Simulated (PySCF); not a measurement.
Gas-phase reaction: 2 AlF₂OH + 3 Al₂O₂ = 2 Al₂O + 4 AlOF + H₂O₂

Energies from PySCF, thermal terms from the rigid-rotor harmonic-oscillator model, ideal gas at 1 bar. † marks an energy on the PBE0/def2-TZVP geometry and frequencies; other levels use their own. MP2 and CCSD(T) freeze the core. 6-31G* has spherical d functions here. All species are closed-shell singlets. B3LYP is the form with VWN-RPA correlation. AlF₂OH: computed as isolated molecules; such fragments, hydroxides, amides, oligomers or adducts are transient or little studied in the gas. MP2 isn't extrapolated to the basis-set limit. CCSD(T) isn't extrapolated to the basis-set limit. Strong static correlation: Al₂O₂. Warning, large T1 diagnostic: Al₂O, Al₂O₂, AlOF (CCSD(T)/def2-SVP†).

```json
[
 {"level": "B3LYP/6-31G*", "ΔH°(298 K), kJ": "1156"},
 {"level": "CCSD(T)/def2-SVP†", "ΔH°(298 K), kJ": "1214"},
 {"level": "MP2/def2-TZVPP†", "ΔH°(298 K), kJ": "(withheld)"},
 {"level": "PBE/def2-TZVP†", "ΔH°(298 K), kJ": "(withheld)"},
 {"level": "PBE0/def2-TZVP", "ΔH°(298 K), kJ": "1205"},
 {"level": "r2SCAN/def2-TZVP†", "ΔH°(298 K), kJ": "(withheld)"},
 {"level": "ωB97X-V/def2-TZVP†", "ΔH°(298 K), kJ": "1083"}
]
```

Problem. What belongs in the gaps?

Solution. 
- MP2/def2-TZVPP†, ΔH°(298 K), kJ: 1261
- PBE/def2-TZVP†, ΔH°(298 K), kJ: 1185
- r2SCAN/def2-TZVP†, ΔH°(298 K), kJ: 1287
